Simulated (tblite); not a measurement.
Compound: C3H5OP.
Numbering: `[CH3:1][P:2]1(=[O:3])[CH:4]=[CH:5]1` (hydrogens: H6, H7, H8 on C1; H9 on C4; H10 on C5)

Calculated harmonic vibrations of the isolated species, GFN2-xTB (tblite), most abundant isotopes, no scaling. This tight-binding method is rough: wavenumbers can miss measured ones by several per cent, in bad cases by 10 to 20.

Harmonic wavenumbers (cm⁻¹): 148.9, 209.8, 241.5, 320.7, 331.1, 644.7, 665.3, 697.7, 803.0, 816.3, 819.4, 871.5, 955.3, 1067.8, 1276.7, 1299.1, 1404.3, 1423.7, 1573.3, 3000.4, 3001.8, 3063.2, 3110.0, 3124.2.

A = 6260, B = 4333, C = 3083 MHz; mass 88.008 u (most abundant isotopes); point group Cs, symmetry number 1.

Problem. Zero-point energy?

Solution. ½Σν̃ = 15435 cm⁻¹ = 184.64 kJ/mol.

Problem. Give the ideal-gas entropy at 350 K and 1 bar in the rigid-rotor, harmonic-oscillator model (classical rotation).

Solution. Translation 168.03, rotation 109.76, vibration 57.72: S = 335.5 J/(mol K).

Problem. And Cp and H(350 K) − H(0)?

Solution. Cp = 107.92 J/(mol K), of which vibrations give 74.67 (their classical limit is 24 R = 199.5); H(350 K) − H(0) = 23.74 kJ/mol without the zero-point energy, 12.10 from vibrations.

Problem. Which modes carry the vibrational entropy at 350 K?

Solution. 148.9 cm⁻¹: 12.52; 209.8 cm⁻¹: 9.80; 241.5 cm⁻¹: 8.71; 320.7 cm⁻¹: 6.59; 331.1 cm⁻¹: 6.36; 644.7 cm⁻¹: 2.28 J/(mol K); the other 18 give 11.45 together.

Problem. Blend soft modes into free rotors: weight 1/[1 + (100 cm⁻¹/ν̃)⁴] for the oscillator and the rest for a rotor with moment μB/(μ + B), μ = h/(8π²ν), B = 10⁻⁴⁴ kg m². What vibrational entropy results?

Solution. 57.48 J/(mol K) in place of 57.72, which changes −T·S at 350 K by +0.09 kJ/mol.

Problem. What must be added to the electronic energy to get the Gibbs energy at 350 K and 1 bar?

Solution. ZPE + [H(350 K) − H(0)] − T·S = 184.64 + 23.74 − 117.43 = 90.95 kJ/mol.

Problem. How do the functions run with temperature in this model?

Solution. 
```
 T (K)  S (J/(mol K))  Cp (J/(mol K))  H − H(0) (kJ/mol)  G − H(0) (kJ/mol)  ln q(vib)
   150          265.9            62.1               6.67             -33.22       0.62
   250          303.1            85.5              14.04             -61.73       1.63
298.15          319.1            96.7              18.43             -76.72       2.18
   400          350.6           117.7              29.38            -110.85       3.39
   600          404.4           147.5              56.14            -186.51       5.82
   900          469.8           174.7             104.81            -318.03       9.31
```

q(vib) and H(0) count from the zero-point level.

Hindered rotation and anharmonicity are outside this model.
